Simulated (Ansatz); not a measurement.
# CH₇NSi: how energies converge with the basis set

Aim: see how fast density functionals converge with the basis set for CH₇NSi.

Program: Ansatz 0.2.0, Gaussian basis. Level of theory: one geometry, several basis sets. These are calculated values, not measurements.

Plan: PBE0-D4/def2-SVP; ωB97M-V/def2-SVP; PBE0-D4/def2-QZVPP; ωB97M-V/def2-QZVPP; the functionals' def2-TZVPP values are taken from earlier runs.

## 1. The geometry

The geometry comes from an earlier relaxation with PBE0-D4 in a triple-zeta def2 set; it is a stationary point, not always the lowest conformer.

SMILES `C[SiH2]N`, 10 atoms, charge 0, spin multiplicity 1.

Atoms are counted from 1 here; the program's logs count them from 0.

Bond lengths: C1–Si2 1.871 Å, C1–H4 1.094 Å, C1–H5 1.093 Å, C1–H6 1.093 Å, Si2–N3 1.720 Å, Si2–H7 1.489 Å, Si2–H8 1.489 Å, N3–H9 1.007 Å, N3–H10 1.007 Å. Angles: Si2–C1–H4 110.5°, Si2–C1–H5 111.2°, Si2–C1–H6 111.2°, H4–C1–H5 107.9°, H4–C1–H6 107.9°, H5–C1–H6 108.0°, C1–Si2–N3 116.4°, C1–Si2–H7 108.4°, C1–Si2–H8 108.4°, N3–Si2–H7 106.9°, N3–Si2–H8 106.9°, H7–Si2–H8 109.8°, Si2–N3–H9 120.7°, Si2–N3–H10 120.7°, H9–N3–H10 111.1°.

## 2. PBE0-D4 in def2-SVP

File in.yaml:

```yaml
crystal:
  periodic: [false, false, false]
  atoms:
    - {symbol: C, position_ang: [-1.164036, 0.523693, -0.550479]}
    - {symbol: Si, position_ang: [0.201262, -0.665157, -0.076718]}
    - {symbol: N, position_ang: [1.478051, -0.020913, 0.879671]}
    - {symbol: H, position_ang: [-1.921775, 0.016263, -1.154969]}
    - {symbol: H, position_ang: [-0.773154, 1.361008, -1.134476]}
    - {symbol: H, position_ang: [-1.657858, 0.930922, 0.335654]}
    - {symbol: H, position_ang: [0.818482, -1.192399, -1.324873]}
    - {symbol: H, position_ang: [-0.399190, -1.784167, 0.700508]}
    - {symbol: H, position_ang: [2.165163, 0.592997, 0.474429]}
    - {symbol: H, position_ang: [1.336154, 0.186654, 1.854353]}
basis:
  gaussian: {orbitals: def2-SVP}
hamiltonian: {xc: pbe0, dispersion: d4}
output: {orbitals: {seedname: orbitals}}
```

The runs that follow: ωB97M-V in def2-SVP; PBE0-D4 in def2-QZVPP; ωB97M-V in def2-QZVPP.

**Question.** What will the summary of the whole plan be? Wanted: PBE0-D4: double and triple zeta above quadruple; ωB97M-V: double and triple zeta above quadruple.

The runs gave:

```
                                       quantity          value
PBE0-D4: double and triple zeta above quadruple  6.44, 0.45 eV
ωB97M-V: double and triple zeta above quadruple  6.62, 0.42 eV
```

What this shows: PBE0-D4 gains 5.99 eV from double to triple zeta, then 0.45 eV more. These are total energies; as a rule much of such shifts cancels in differences, which this series doesn't test. The LUMO of ωB97M-V is positive and keeps falling with the basis (3.11 to 1.60 eV): an unbound level that the basis holds in place.
